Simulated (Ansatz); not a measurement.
in.yaml

```yaml
crystal:
  periodic: [false, false, false]
  atoms:
    - {symbol: Si, position_ang: [0.000000, 0.000000, 0.000000]}
    - {symbol: Si, position_ang: [0.000000, 0.000000, 7.661000]}
basis:
  gaussian: {orbitals: def2-SVPD}
magnetization: {spin_polarized: false}
hamiltonian: {xc: {name: B3LYP}}
correlation: {method: ccsd, electrons: outside_noble_gas}
accuracy: high
```

```sh
$ ansatz run in.yaml --threads 1 --pin off --events-out ev --progress --plain --max-ram 2393MiB
```

Log:

```
667 factors; integrals over basis functions are off by at most 3.6e-9 eV
mean field evaluation 1: about -15741.3432 eV, gradient 2.4e0 eV
mean field evaluation 2: about -15741.3431 eV, gradient 2.5e0 eV
mean field evaluation 4: about -15738.8438 eV, gradient 2.3e1 eV
mean field evaluation 8: about -15741.3719 eV, gradient 8.2e-1 eV
mean field evaluation 16: about -15741.8277 eV, gradient 6.1e-3 eV
mean field evaluation 32: about -15741.3747 eV, gradient 4.6e-2 eV
mean field evaluation 64: about -15741.8165 eV, gradient 1.4e-6 eV
mean field evaluation 96: about -15741.8163 eV, gradient 2.1e-1 eV
mean field evaluation 128: about -15741.3443 eV, gradient 2.6e0 eV
mean field evaluation 160: about -15741.8268 eV, gradient 4.3e-5 eV
...
cycle  98  -4.97467232 eV  change  -1.1e-10 eV  update  9.0e-10
cycle  99  -4.97467232 eV  change  -7.7e-11 eV  update  9.0e-10
cycle 100  -4.97467232 eV  change   1.3e-10 eV  update  9.1e-10
cycle 101  -4.97467232 eV  change   2.5e-10 eV  update  9.0e-10
cycle 102  -4.97467232 eV  change   1.3e-10 eV  update  8.8e-10
cycle 103  -4.97467232 eV  change  -1.7e-10 eV  update  8.3e-10
cycle 104  -4.97467232 eV  change  -3.3e-10 eV  update  7.3e-10
cycle 105  -4.97467233 eV  change  -7.1e-10 eV  update  6.1e-10
cycle 106  -4.97467233 eV  change  -4.5e-10 eV  update  4.7e-10
cycle 107  -4.97467233 eV  change  -3.0e-10 eV  update  4.3e-10
WARN: in the space of 8 natural orbitals, full CI finds another state of this spin 2.297 eV below this run's state, or below the method's energy where it doesn't find this run's state
Total energy: -15716.08120970 eV, -577.5553317140 hartree
```

Ran on 1 thread of Arm Neoverse V1, shared host: 45 s wall, 0.2 GiB peak host memory.
